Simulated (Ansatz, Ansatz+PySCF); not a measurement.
Stretching doublet N2(+)

The N–N distance is varied.

Basis set: STO-3G (spherical functions). Left uncorrelated: 2 orbitals. Charge 1, multiplicity 2.

Computed with Ansatz (development build ahead of 0.2.0), each point on the determinant that the search for low states chose. Each curve is measured from its own lowest point listed. The UHF-CCSD curve may step between solutions.

```tsv
r(N–N) (Å)	ROHF (eV)	UHF-MP2 (eV)	UHF-CCSD (eV)
0.999	2.869	3.071	3.720
1.110	0.000	0.000	0.000
1.498	0.914	0.336	0.410
1.553	1.368	0.453	0.794
1.664	2.217	0.718	1.454
1.831	3.200	1.197	2.228
2.164	4.762	2.199	3.860
2.386	5.613	2.727	4.290
2.497	5.972	2.932	4.473
2.552	6.134	3.020	4.552
2.663	6.425	3.168	4.682
2.774	6.673	3.282	4.779
```

**Question.** Give the PBE0 (unrestricted) curve at the same distances.

**Answer.**

```csv
r (Å),E (eV)
0.999,3.487
1.110,0.000
1.498,0.620
1.553,0.918
1.664,1.543
1.831,2.126
2.164,3.006
2.386,3.416
2.497,3.576
2.552,3.646
2.663,3.768
2.774,3.867
```

Caution for ROHF at some points, UHF-MP2 at some points, UHF-CCSD at some points: the determinant may break the point group; the charge can sit on one fragment and break the point group. Caution for ROHF at some points: an unrestricted determinant lies well below. Caution for UHF-MP2 at some points: MP2 on this radical cation hangs on the determinant chosen; another reference gives a lower total. Caution for UHF-MP2 at some points, UHF-CCSD at some points: large amplitudes, a single reference is doubtful; bonds are stretched, where a single reference can fail; a plain start can end on a higher determinant. Caution for UHF-MP2 at some points, UHF-CCSD at some points, PBE0 (unrestricted) at some points: the unrestricted determinant is a mixture of spin states. Caution for UHF-CCSD at some points: the program doubts this total; very large amplitudes, the method is breaking down; the amplitudes may be one of several solutions. Caution for PBE0 (unrestricted) at some points: charge can spread falsely over distant fragments.
